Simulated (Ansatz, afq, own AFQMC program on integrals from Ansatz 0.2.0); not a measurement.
Integrals from Ansatz 0.2.0, then the random walk in our own AFQMC program (afq).

```yaml
crystal:
  periodic: [false, false, false]
  atoms:
    - {symbol: Ge, position_ang: [0.000000, 0.000000, 3.494958]}
    - {symbol: N, position_ang: [0.000000, 0.000000, -0.769042]}
    - {symbol: H, position_ang: [0.000000, 0.830871, -1.362958]}
    - {symbol: H, position_ang: [0.000000, -0.830871, -1.362958]}
basis:
  gaussian: {orbitals: cc-pVDZ}
magnetization: {spin_polarized: true, initial_magnetization: 3}
correlation: {method: ccsd_t, electrons: outside_noble_gas, hamiltonian_folder: ham}
```

```sh
$ ansatz run in.yaml --threads 1 --pin off --events-out ev --progress --plain --max-ram 1382MiB
```

Options of the walk:

```
--method phaseless --trial cisd --walkers 60 --populations 1 --least-time 40 --time-step 0.005 --steps-per-block 50 --equilibration-blocks 40 --max-blocks 300 --target-error 0.0008 --factor-cut 1e-05 --start spin_pure --seed 4643 --release-times 0.24,0.51,0.99,1.62,2.4 --release-step 0.03 --release-every 4 --taylor-order 6
```

Times are imaginary, in 1/Eh. The walk had a cap of 1161 s. Filled inner d shells are frozen with the cores.

afq prints:

```
orbitals 36  electrons 7 4  factors 243 of 553
reference energy -2130.86109517 Eh
CCSD correlation -0.21877832 Eh in 12 cycles, weight of the determinant in the CISD state 0.8990
energy of the start -2131.079520 Eh
 block  time / (1/Eh)  mean weight  energy / Eh
     1     0.250  1.0000  -2131.077264
     2     0.500  1.0008  -2131.079698
     3     0.750  1.0005  -2131.081551
     4     1.000  1.0008  -2131.081179
     5     1.250  1.0003  -2131.079907
     9     2.250  0.9976  -2131.085058
    21     5.250  0.9988  -2131.084527
    41    10.250  0.9998  -2131.081421
    61    15.250  0.9991  -2131.086933
    81    20.250  0.9979  -2131.083127
   101    25.250  1.0002  -2131.086891
   121    30.250  0.9996  -2131.081650
   126    31.500  1.0007  -2131.079383
   131    32.750  1.0021  -2131.098064
   141    35.250  0.9988  -2131.082157
   161    40.250  0.9996  -2131.081872
   181    45.250  0.9997  -2131.083054
   196    49.000  1.0028  -2131.085702
blocks merged  error / Eh  count
     1  0.000237  160
     2  0.000284  80
     4  0.000325  40
     8  0.000379  20
    16  0.000306  10
released: time / (1/Eh)  energy / Eh  error  mean overlap
  0.24  -2131.083524  0.000428  1.0219
  0.51  -2131.083729  0.000448  1.0296
  0.99  -2131.083956  0.000331  1.0262
  1.62  -2131.083714  0.000329  1.0468
  2.40  -2131.084438  0.000601  1.0466
energy -2131.083429 +/- 0.000379 Eh
(rows thinned)
```

The run passed its tests (sampling time, drift between the halves within three errors, error under three times the target), which doesn't prove that it has relaxed.

Against this walk (error 10.3 meV) on the same determinant: CCSD(T) 6.6 meV higher (within the noise), CCSDT(Q) 16.5 meV lower (within the noise). The error is statistical and leaves out the bias of the constraint. Released to 2.40 1/Eh the energy moves by -27 ± 19 meV (both errors), within twice the noise.

Cautions: constraint bias not in the error; no relativity below Rb; no spin-orbit coupling; inner d shell frozen; lower spins were not checked.

The walk took 5.1 min on 1 thread of Intel(R) Xeon(R) Platinum 8375C CPU @ 2.90GHz (Ice Lake), with other jobs on the host. The log's last line is the phaseless energy.

CCSDT and higher add their correlation energy to the determinant of the CCSD(T) run, since their own runs factorise the integrals more tightly (a shift of under 2 meV). A walk keeps the symmetry of its determinant, which the program's search chose and which needn't be the lowest solution, so a lower state of the same spin and another symmetry isn't excluded.
